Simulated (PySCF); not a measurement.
# C⁻: electron affinity in dyall-acv3z

Each state of carbon is computed at each level; their differences give the electron affinity. How far do the methods differ?

Method: unrestricted determinants in a Gaussian basis, no spin-orbit coupling in the energies. Code: PySCF 2.14.0.

## Step 1: Starting point

| Property | Result |
| --- | --- |
| Element | carbon (Z = 6) |
| Basis | dyall-acv3z (15s9p4d2f, 76 functions) |
| Hamiltonian | the non-relativistic Hamiltonian (point nucleus) |
| State 1 | C⁻: [He] 2s2 2p3, high-spin 4S determinant |
| Needed too, but not shown | C [He] 2s2 2p2 (3P) |
| Methods | UHF, LDA, PBE, PBE0, r2SCAN, wB97X-V, PW91, BLYP, LC-wPBE, MP2 |
| Core shells frozen in the correlated runs | valence: 1s2; valence and next inner shell: nothing (for C⁻) |

Outer shells as boxes (Hund's rule):

C- [He] 2s2 2p3
```
[He] core
2s [↑↓]
2p [↑ ][↑ ][↑ ]
```

The runs were made by one driver on top of PySCF. The scripts below sum up each run's settings (the driver also hands on starting orbitals that pick excited configurations, and frozen orbitals as a list rather than a count), and the logs come from the driver's own runs. The driver starts from symmetry-adapted Hartree-Fock orbitals, holds the occupation by maximum overlap and uses a logarithmic radial grid for functionals, so a plain start would take other cycles.

The integrals over 76 functions and the set-up took 0.1 s of CPU time.

## Step 2: C⁻: the ladder of methods

#### UHF

Input file input.py:

```python
from pyscf import gto, scf, dft, mp, cc
import basis_set_exchange as bse
mol = gto.M(atom="C 0 0 0", charge=-1, spin=3, symmetry="D2h",
            basis=gto.basis.parse(bse.get_basis("dyall-acv3z", elements=["C"], fmt="nwchem")))
mf = scf.UHF(mol)
mf.irrep_nelec = {'Ag': (2, 2), 'B1u': (1, 0), 'B2u': (1, 0), 'B3u': (1, 0)}
mf.kernel()
```

#### LDA

input.py, as changed from the run before:

```diff
@@ -4,3 +4,3 @@
             basis=gto.basis.parse(bse.get_basis("dyall-acv3z", elements=["C"], fmt="nwchem")))
-mf = scf.UHF(mol)
+mf = dft.UKS(mol, xc="LDA,VWN")
 mf.irrep_nelec = {'Ag': (2, 2), 'B1u': (1, 0), 'B2u': (1, 0), 'B3u': (1, 0)}
```

#### PBE

input.py, as changed from the run before:

```diff
@@ -4,3 +4,3 @@
             basis=gto.basis.parse(bse.get_basis("dyall-acv3z", elements=["C"], fmt="nwchem")))
-mf = dft.UKS(mol, xc="LDA,VWN")
+mf = dft.UKS(mol, xc="PBE")
 mf.irrep_nelec = {'Ag': (2, 2), 'B1u': (1, 0), 'B2u': (1, 0), 'B3u': (1, 0)}
```

#### PBE0

input.py, as changed from the run before:

```diff
@@ -4,3 +4,3 @@
             basis=gto.basis.parse(bse.get_basis("dyall-acv3z", elements=["C"], fmt="nwchem")))
-mf = dft.UKS(mol, xc="PBE")
+mf = dft.UKS(mol, xc="PBE0")
 mf.irrep_nelec = {'Ag': (2, 2), 'B1u': (1, 0), 'B2u': (1, 0), 'B3u': (1, 0)}
```

#### r2SCAN

input.py, as changed from the run before:

```diff
@@ -4,3 +4,3 @@
             basis=gto.basis.parse(bse.get_basis("dyall-acv3z", elements=["C"], fmt="nwchem")))
-mf = dft.UKS(mol, xc="PBE0")
+mf = dft.UKS(mol, xc="R2SCAN")
 mf.irrep_nelec = {'Ag': (2, 2), 'B1u': (1, 0), 'B2u': (1, 0), 'B3u': (1, 0)}
```

#### wB97X-V

input.py, as changed from the run before:

```diff
@@ -4,3 +4,3 @@
             basis=gto.basis.parse(bse.get_basis("dyall-acv3z", elements=["C"], fmt="nwchem")))
-mf = dft.UKS(mol, xc="R2SCAN")
+mf = dft.UKS(mol, xc="WB97X_V")
 mf.irrep_nelec = {'Ag': (2, 2), 'B1u': (1, 0), 'B2u': (1, 0), 'B3u': (1, 0)}
```

#### PW91

input.py, as changed from the run before:

```diff
@@ -4,3 +4,3 @@
             basis=gto.basis.parse(bse.get_basis("dyall-acv3z", elements=["C"], fmt="nwchem")))
-mf = dft.UKS(mol, xc="WB97X_V")
+mf = dft.UKS(mol, xc="PW91,PW91")
 mf.irrep_nelec = {'Ag': (2, 2), 'B1u': (1, 0), 'B2u': (1, 0), 'B3u': (1, 0)}
```

#### BLYP

input.py, as changed from the run before:

```diff
@@ -4,3 +4,3 @@
             basis=gto.basis.parse(bse.get_basis("dyall-acv3z", elements=["C"], fmt="nwchem")))
-mf = dft.UKS(mol, xc="PW91,PW91")
+mf = dft.UKS(mol, xc="BLYP")
 mf.irrep_nelec = {'Ag': (2, 2), 'B1u': (1, 0), 'B2u': (1, 0), 'B3u': (1, 0)}
```

#### LC-wPBE

input.py, as changed from the run before:

```diff
@@ -4,3 +4,3 @@
             basis=gto.basis.parse(bse.get_basis("dyall-acv3z", elements=["C"], fmt="nwchem")))
-mf = dft.UKS(mol, xc="BLYP")
+mf = dft.UKS(mol, xc="LC_WPBE")
 mf.irrep_nelec = {'Ag': (2, 2), 'B1u': (1, 0), 'B2u': (1, 0), 'B3u': (1, 0)}
```

## Step 3: C⁻, continued

#### MP2 (valence)

Changes to input.py since step 2:

```diff
@@ -4,4 +4,5 @@
             basis=gto.basis.parse(bse.get_basis("dyall-acv3z", elements=["C"], fmt="nwchem")))
-mf = dft.UKS(mol, xc="LC_WPBE")
+mf = scf.UHF(mol)
 mf.irrep_nelec = {'Ag': (2, 2), 'B1u': (1, 0), 'B2u': (1, 0), 'B3u': (1, 0)}
 mf.kernel()
+mp.UMP2(mf, frozen=1).kernel()
```

#### MP2 (valence and next inner shell)

input.py, as changed from the run before:

```diff
@@ -7,2 +7,2 @@
 mf.kernel()
-mp.UMP2(mf, frozen=1).kernel()
+mp.UMP2(mf, frozen=[[71, 72, 73, 74, 75], [71, 72, 73, 74, 75]]).kernel()
```

What does the calculation give?

The runs gave:

| quantity | value |
| --- | --- |
| electron affinity, C | UHF 0.452, MP2 (valence and next inner shell) 1.267 eV; reference 1.262 |

Accuracy by level (over 1 difference):

```tsv
method	mean absolute miss against the measured value (with the measured fine structure taken into account where it is known) (eV)
UHF	0.810
LDA	0.560
PBE	0.346
PBE0	0.162
r2SCAN	0.239
wB97X-V	0.065
PW91	0.380
BLYP	0.117
LC-wPBE	0.175
MP2 (valence)	0.002
SCS-MP2 (valence)	0.289
MP2 (valence and next inner shell)	0.005
SCS-MP2 (valence and next inner shell)	0.290
```

**Reading.** MP2 (valence) lands nearest to the measured value (off by 0.00 eV), level with MP2 (valence and next inner shell); UHF misses by most (0.81 eV). In a finite basis a lower level can come nearest by cancelling errors. Hartree-Fock falls short because the species with more electrons holds more correlation energy, which it lacks. PBE is off by +0.35 eV. The basis is finite, and no extrapolation was made.
